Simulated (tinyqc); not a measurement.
Harmonic frequencies on the RHF/sto-6g surface (energies and gradients from PySCF), for H3O+, spin multiplicity 1, step by step. One step of it, computed by the program tinyqc.

Problem. One row of the Hessian: 1Ox. Displace 1Ox by +/-0.002 bohr; H(k, :) = (g(+) - g(-)) / (2 delta).

optimised positions (bohr):
```
,x,y,z
1O,0.022956,0.012797,0.513817
2H,1.820046,-0.050152,0.008863
3H,-0.862855,1.565580,-0.027141
4H,-0.919676,-1.560351,0.160196
```

gradient at +delta (hartree/bohr):
```
,x,y,z
1O,0.00210549,-0.00000588,-0.00005264
2H,-0.00117021,0.00003898,0.00038952
3H,-0.00045474,0.00039217,-0.00018775
4H,-0.00048054,-0.00042526,-0.00014913
```

gradient at -delta (hartree/bohr):
```
,x,y,z
1O,-0.00212254,-0.00000101,0.00002952
2H,0.00116493,-0.00004156,-0.00038405
3H,0.00046132,-0.00040325,0.00019675
4H,0.00049628,0.00044581,0.00015778
```

Give: row of the Hessian.

Solution.

row of the Hessian (hartree/bohr^2): 1Ox 1.057006, 1Oy -0.001218, 1Oz -0.020539, 2Hx -0.583784, 2Hy 0.020134, 2Hz 0.193392, 3Hx -0.229016, 3Hy 0.198854, 3Hz -0.096125, 4Hx -0.244207, 4Hy -0.217769, 4Hz -0.076728
